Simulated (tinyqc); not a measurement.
Worked calculation: UKS/exchange-only LDA in the sto-3g basis, for NH, spin multiplicity 3. Computed by tinyqc, a small Python program that keeps every step (integrals from PySCF). Settings: charge = 0, multiplicity = 3, basis = sto-3g, energy threshold = 1e-08, iteration cap = 86, orthogonalisation = canonical, start = core, DIIS depth = 0, method = UKS, functional = Slater exchange alone, grid = [30, 14]. Command: `OMP_NUM_THREADS=1 python tinyqc.py 20375 20376 out.jsonl` (the two numbers bound the seeds that draw the settings). One thread of a shared host (Intel(R) Xeon(R) Processor @ 2.60GHz), about 1 s of CPU time with the checks.

Geometry (angstrom):
```
atom,x,y,z
N,0.000000,0.000000,0.000000
H,0.000000,0.000000,1.535000
```

Stop when the energy changes by less than 1e-08 hartree and every element of the error matrix X^T (F D S - S D F) X (for each spin) is below 3e-05.

Course of the cycle:
```
iteration,E (hartree),change,largest element of the error matrix
1,-52.82511013,-,1.61e-01
2,-52.96493139,-1.40e-01,2.23e-01
3,-53.02099450,-5.61e-02,1.94e-01
4,-52.97116192,4.98e-02,2.26e-01
5,-53.02219857,-5.10e-02,1.94e-01
6,-52.97124892,5.09e-02,2.26e-01
7,-53.02221581,-5.10e-02,1.94e-01
8,-52.97125021,5.10e-02,2.26e-01
9,-53.02221607,-5.10e-02,1.94e-01
10,-52.97125023,5.10e-02,2.26e-01
11,-53.02221607,-5.10e-02,1.94e-01
12,-52.97125023,5.10e-02,2.26e-01
13,-53.02221607,-5.10e-02,1.94e-01
14,-52.97125023,5.10e-02,2.26e-01
...,...,...,...
73,-53.02221607,-5.10e-02,1.94e-01
74,-52.97125023,5.10e-02,2.26e-01
75,-53.02221607,-5.10e-02,1.94e-01
76,-52.97125023,5.10e-02,2.26e-01
77,-53.02221607,-5.10e-02,1.94e-01
78,-52.97125023,5.10e-02,2.26e-01
79,-53.02221607,-5.10e-02,1.94e-01
80,-52.97125023,5.10e-02,2.26e-01
81,-53.02221607,-5.10e-02,1.94e-01
82,-52.97125023,5.10e-02,2.26e-01
83,-53.02221607,-5.10e-02,1.94e-01
84,-52.97125023,5.10e-02,2.26e-01
85,-53.02221607,-5.10e-02,1.94e-01
86,-52.97125023,5.10e-02,2.26e-01
```

Can the last value be used, and what does the course show?

Not by the stop rule. Not converged within the cap of 86 iterations: the residual has stopped falling: the iteration swings between two states. Reruns (cap 100 unless said): DIIS 8: converged in 11; damping 0.5: converged in 31; level shift 0.5: converged in 37; atomic densities as start, DIIS 8: converged in 9; the original settings with a cap of 400: not converged. PySCF UKS in the same basis, fine grid, after a stability check = -53.45624338 hartree, which differs from a converged run on this coarse grid by the grid error.
